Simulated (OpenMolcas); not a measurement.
**HOF (hypofluorous acid) at CCSD(T)/ANO-S-VDZP**

Aim: the energy change on altering one bond length of HOF (hypofluorous acid) at CCSD(T)/ANO-S-VDZP, from 2 runs. 

The calculation is run with OpenMolcas 26.06.

2 further runs of the same task are left out: 2 for a known fault of the program.

### 1 Starting point

HOF: 3 atoms, total charge 0, spin state singlet. As SMILES, `OF`. The shape is that of a GFN2-xTB optimisation.

Bond lengths: O1–F2 1.386 Å, O1–H3 0.971 Å. Angles: F2–O1–H3 102.3°.

### 2 The energy at CCSD(T)/ANO-S-VDZP

The input, job.inp:

```
>>> EXPORT MOLCAS_PRINT=2
&gateway
coord
3
angstrom
O        0.414430      -0.197140       0.208800
F       -0.212000       1.020440      -0.004820
H       -0.202430      -0.823300      -0.203980
basis
ANO-S-VDZP
group
NoSym
&seward
&scf
prorbitals
1 1
&rasscf
fileorb
$Project.ScfOrb
spin
1
nactel
0 0 0
inactive
9
ras2
0
outorbitals
Canonical
orblisting
Nothing
&motra
jobiph
frozen
2
&ccsdt
cct
triples
2
iterations
50
extrapolation
5 4
```

Started as:

```console
$ export MOLCAS_MEM=1860
$ pymolcas job.inp > job.log
```

Output:

```text
--- Start Module: gateway ---
[...]
--- Stop Module: gateway /rc=_RC_ALL_IS_WELL_ ---
[...]
      Basis functions           33
[...]
       Convergence after  12 Iterations
[...]
::    Total SCF energy                               -174.7816276102
[...]
      Total spin, S                                     0.0000000000
[...]
      Number of active orbitals                  0
[...]
      Spin quantum number                      0.0
[...]
      Active orbitals                            0
[...]
      Number of CSFs                             1
[...]
      Number of root(s) required                 1
[...]
      Convergence after  4 iterations
[...]
      Natural orbitals and occupation numbers for root  1
      ************************************************************************************************************************
      *                                                    Final results                                                     *
      ************************************************************************************************************************
[...]
::    RASSCF root number  1 Total energy:   -174.78162761
[...]
      Total electronic charge=   18.000000
      Total            charge=   -0.000000
[...]
      Dipole Moment (debye):
      Origin of the operator (angstrom)=    0.0666    0.4279    0.0845
                   X= -8.1834E-01               Y= -1.9454E+00               Z= -6.7123E-01           Total=  2.2147E+00
      Quadrupole Moment (debye*angstrom):
[...]
--- Start Module: motra ---
[...]
      *** WARNING: Default frozen orbitals is overwritten by user input.
      *** Default values:   2
[...]
--- Stop Module: motra /rc=_RC_ALL_IS_WELL_ ---
--- Start Module: ccsdt ---
[...]
      Convergence after                    13  Iterations
      Total energy (diff) :    -175.18125826      -0.00000009
[...]
 METHOD                       : CCSD+T(CCSD)+<T3(1)WT1> = CCSD(T)
[...]
       CCSD     =      -175.1812582646214
[...]
--- Stop Module: ccsdt /rc=_RC_ALL_IS_WELL_ ---
[...]
```

It took 2.6 s on 1 thread of Arm Neoverse V2, shared host; peak memory 0.37 GiB.

### 3 The distorted shape at the same level

The input, job.inp:

```
>>> EXPORT MOLCAS_PRINT=2

&GATEWAY
 Coord
 3
 angstrom
 O        0.722855       0.115935       0.415187
 F        0.096425       1.333515       0.201567
 H       -0.202430      -0.823300      -0.203980
 Basis = ANO-S-VDZP
 Group = NoSym

&SEWARD

&SCF
 PrOrbitals = 1 1

&RASSCF
 FileOrb = $Project.ScfOrb
 Spin = 1
 Nactel = 0 0 0
 Inactive = 9
 Ras2 = 0
 OutOrbitals = Canonical
 OrbListing = Nothing

&MOTRA
 JobIph
 Frozen = 2

&CCSDT
 CCT
 Triples = 2
 Iterations = 50
 Extrapolation = 5 4
```

Started as:

```console
$ export MOLCAS_MEM=1860
$ pymolcas job.inp > job.log
```

Output:

```text
--- Start Module: gateway ---
[...]
--- Stop Module: gateway /rc=_RC_ALL_IS_WELL_ ---
[...]
      Basis functions           33
[...]
       Convergence after  10 Iterations
[...]
::    Total SCF energy                               -174.6766204493
[...]
      Total spin, S                                     0.0000000000
[...]
      Number of active orbitals                  0
[...]
      Spin quantum number                      0.0
[...]
      Active orbitals                            0
[...]
      Number of CSFs                             1
[...]
      Number of root(s) required                 1
[...]
      Convergence after  4 iterations
[...]
      Natural orbitals and occupation numbers for root  1
      ************************************************************************************************************************
      *                                                    Final results                                                     *
      ************************************************************************************************************************
[...]
::    RASSCF root number  1 Total energy:   -174.67662045
[...]
      Total electronic charge=   18.000000
      Total            charge=   -0.000000
[...]
      Dipole Moment (debye):
      Origin of the operator (angstrom)=    0.3664    0.7322    0.2851
                   X= -1.2399E+00               Y= -2.4248E+00               Z= -9.5906E-01           Total=  2.8873E+00
      Quadrupole Moment (debye*angstrom):
[...]
--- Start Module: motra ---
[...]
      *** WARNING: Default frozen orbitals is overwritten by user input.
      *** Default values:   2
[...]
--- Stop Module: motra /rc=_RC_ALL_IS_WELL_ ---
--- Start Module: ccsdt ---
[...]
      Convergence after                    17  Iterations
      Total energy (diff) :    -175.10369128      -0.00000003
[...]
 METHOD                       : CCSD+T(CCSD)+<T3(1)WT1> = CCSD(T)
[...]
       CCSD     =      -175.1036912798657
[...]
--- Stop Module: ccsdt /rc=_RC_ALL_IS_WELL_ ---
[...]
```

Wall time 2.7 s (1 thread of Arm Neoverse V2, shared host); peak memory 0.37 GiB.

### 4 What came out

Level: CCSD(T)/ANO-S-VDZP, 2 core orbitals frozen.

```
                                                         quantity          value
                                        first shape: total energy  -175.19114 Eh
                  first shape: dipole moment (mean-field density)         2.21 D
                 first shape: HOMO energy (Hartree–Fock orbitals)      -14.85 eV
                 first shape: LUMO energy (Hartree–Fock orbitals)        2.98 eV
               first shape: HOMO–LUMO gap (Hartree–Fock orbitals)       17.83 eV
         first shape: correlation energy (2 core orbitals frozen)     -409.5 mEh
                                      first shape: (T) correction      -9.88 mEh
                                    distorted shape: total energy  -175.11643 Eh
              distorted shape: dipole moment (mean-field density)         2.89 D
             distorted shape: HOMO energy (Hartree–Fock orbitals)      -14.43 eV
             distorted shape: LUMO energy (Hartree–Fock orbitals)        0.48 eV
           distorted shape: HOMO–LUMO gap (Hartree–Fock orbitals)       14.91 eV
     distorted shape: correlation energy (2 core orbitals frozen)     -439.8 mEh
                                  distorted shape: (T) correction     -12.74 mEh
energy change with the O1–H3 bond stretched from 0.971 to 1.457 Å       2.033 eV
```

In words: With the O1–H3 bond stretched from 0.971 to 1.457 Å the energy rises by 2.03 eV (47 kcal/mol). The first shape isn't relaxed at this level, so the change isn't measured from a minimum. Mulliken charges (first shape) of the mean-field density run from -0.18 on F2 to +0.20 on H3; they depend strongly on the basis. The triples (first shape) make up 2.4 % of the correlation energy. Mulliken charges (distorted shape) of the mean-field density run from -0.19 on O1 to +0.37 on H3. The triples (distorted shape) make up 2.9 % of the correlation energy.
